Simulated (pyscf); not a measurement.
Structures and frequencies: ωB97X-D3(BJ)/def2-SVP in PySCF. MP2 and CC: frozen core, UHF for open shells. ΔMP2 is the change of the MP2 total energy from the triple- to the quadruple-zeta basis.

Q: For the elementary gas-phase step H₃C–CH=CH–OH (SMILES CC=CO) → HC≡C–CH₃ (SMILES C#CC) + H₂O (SMILES O) (singlet surface; C–H, C–O broken, H–O formed), what barrier and reaction energy does CCSD(T)/def2-TZVPP give, measured from the reactant's lowest minimum found?

A: ΔE‡ = 347.5 kJ/mol, ΔE = +110.2 kJ/mol. CCSD(T)/def2-TZVPP + ΔMP2(QZVPP) gives 347.4 kJ/mol and +107.7 kJ/mol. Zero-point energy shifts the barrier by -17.9 kJ/mol. It is an elimination, with an imaginary mode of 821i cm⁻¹. On the reactant side the descent ends in a point that may be a rotor saddle (no frequency run), 5.8 kJ/mol over the lowest minimum found and 349.7 kJ/mol under the saddle at ωB97X-D3(BJ)/def2-TZVP. This is the saddle that the search found; another between the same sides may lie lower. The CCSD(T) − MP2 part came from Ansatz, without density fitting, on the same reference.
